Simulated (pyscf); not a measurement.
HO–Si(F)(F)–F (SMILES O[Si](F)(F)F) + H₂ (SMILES [H][H]) → F–SiH(F)–F (SMILES F[SiH](F)F) + H₂O (SMILES O) (four-centre exchange; singlet surface; O–Si, H–H broken, H–Si, H–O formed). Structures and frequencies: ωB97X-D3(BJ)/def2-SVP in PySCF. Energies in kJ/mol from the separated reactants.

```
level                      barrier  reaction energy
----------------------  ----------  ---------------
ωB97X-D3(BJ)/def2-TZVP       225.9            +94.7
PBE/def2-TZVP           (withheld)            +86.9
r²SCAN/def2-TZVP             214.8           +103.0
B3LYP-D3(BJ)/def2-TZVP  (withheld)       (withheld)
M06-2X/def2-TZVP             235.9           +108.4
HF/def2-TZVP                 298.0            +93.4
```

Q: Complete the blanks.

A: 
- PBE/def2-TZVP, barrier: 198.4
- B3LYP-D3(BJ)/def2-TZVP, barrier: 226.6
- B3LYP-D3(BJ)/def2-TZVP, reaction energy: +94.3

The functionals in the table span 37.5 kJ/mol in this barrier, from PBE to M06-2X. On the product side the descent ends in a complex, 21.4 kJ/mol under the separated species and 152.6 kJ/mol under the saddle at ωB97X-D3(BJ)/def2-TZVP. One saddle was located; it need not be the lowest between these sides.
